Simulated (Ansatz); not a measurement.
Ansatz (a program for electronic structure) input (B2PLYP/def2-TZVPD):

Ansatz 0.2 input:
```yaml
crystal:
  periodic: [false, false, false]
  atoms:
    - {symbol: O, position_ang: [0.05230881, -0.67057054, 0.10712734]}
    - {symbol: C, position_ang: [-0.06030901, 0.67760296, -0.04419087]}
    - {symbol: C, position_ang: [1.37272476, -1.17986554, 0.01616680]}
    - {symbol: C, position_ang: [-1.44671800, 1.19660655, -0.00721166]}
    - {symbol: H, position_ang: [0.71276390, 1.16106688, -0.63684807]}
    - {symbol: H, position_ang: [1.30577715, -2.26075463, 0.11899958]}
    - {symbol: H, position_ang: [1.81883767, -0.93384930, -0.95344006]}
    - {symbol: H, position_ang: [2.00154543, -0.77313859, 0.81351599]}
    - {symbol: H, position_ang: [-2.04587074, 0.85259076, -0.86374707]}
    - {symbol: H, position_ang: [-1.96391863, 0.86558883, 0.89724905]}
    - {symbol: H, position_ang: [-1.44179168, 2.28699647, -0.02133387]}
basis:
  gaussian:
    orbitals: def2-TZVPD
hamiltonian:
  xc: {name: B2PLYP}
magnetization: {spin_polarized: true, initial_magnetization: 1}
correlation: {electrons: outside_noble_gas}
```

End of the output:

```
integrals: 0.45 GiB planned
1488 factors; integrals over basis functions are off by at most 1.0e-3 eV
mean field: 1.57 GiB planned
mean field evaluation 1: about -5257.0267 eV, gradient 3.1e1 eV
mean field evaluation 2: about -5257.0671 eV, gradient 3.1e1 eV
mean field evaluation 4: about -5261.3785 eV, gradient 4.3e0 eV
mean field evaluation 8: about -5261.4465 eV, gradient 3.5e-1 eV
mean field evaluation 16: about -5261.4480 eV, gradient 5.4e-4 eV
mean field -5261.44800733 eV, -193.3546479319 hartree, gradient 4.4e-6 eV, S^2 0.756367; 0 other end points of the search recorded, 0 dependent functions left out
4 core orbitals not correlated
reference -5261.44818910 eV, -193.3546546119 hartree; 13, 12 occupied and 197, 198 virtual orbitals, 1488 factors
second order -23.74818558 eV of doubles, -0.00000000 eV of singles
Total energy: -5267.86019921 eV, -193.5902916371 hartree
```

It need not be the lowest isomer of its formula.
